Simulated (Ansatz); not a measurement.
## [AlH2···H···CH2], triplet: transfer scan

Starting geometry:

```xyz
7

Al   -1.1170    0.0000    0.0000
H    -1.9100    1.3734    0.0000
H    -1.9100   -1.3734    0.0000
H     0.4688    0.0000    0.0000
C     2.3300    0.0000    0.0000
H     2.7444    0.0000    0.9962
H     2.7444    0.0000   -0.9962
```

From there H4 is moved from one fragment to the other while all else, the fragments' distance too, stays fixed, so the hump isn't the reaction's barrier; atoms are numbered as listed. Energies are in kcal/mol, counted from the starting geometry at the same level.

Basis cc-pVDZ; Ansatz 0.2.0. Correlated methods freeze the noble-gas cores. R marks a restricted (for open shells ROHF) determinant, U an unrestricted one.

For open shells CISD is restricted-active-space CI with the open shells as a complete middle space.

Full CI isn't at hand for all of this; UCCSDT(Q) serves as the reference, and is uncertain by about the last step of the cluster series.

```tsv
distance Al1-H4 (Å)	CISD
1.475	1.5
1.586	0.0
1.696	1.4
1.806	3.2
1.916	2.3
2.027	-3.2
2.137	-11.3
2.247	-19.2
2.357	-22.9
```

Question: Estimate the UCCSDT(Q) curve in cc-pVDZ from this one, knowing how CISD errs.

Answer: The computed UCCSDT(Q) values, in kcal/mol from the starting point, and the error of CISD against them:
| distance Al1-H4 (Å) | UCCSDT(Q) | CISD less UCCSDT(Q) |
| --- | --- | --- |
| 1.475 | 2.1 | -0.6 |
| 1.586 | 0.0 | 0.0 |
| 1.696 | 0.5 | 0.9 |
| 1.806 | 1.0 | 2.2 |
| 1.916 | -0.7 | 3.0 |
| 2.027 | -5.8 | 2.6 |
| 2.137 | -13.3 | 2.0 |
| 2.247 | -20.5 | 1.3 |
| 2.357 | -23.5 | 0.6 |

The error spans 3.6 kcal/mol and is largest, 3.0 kcal/mol, at 1.916 Å.
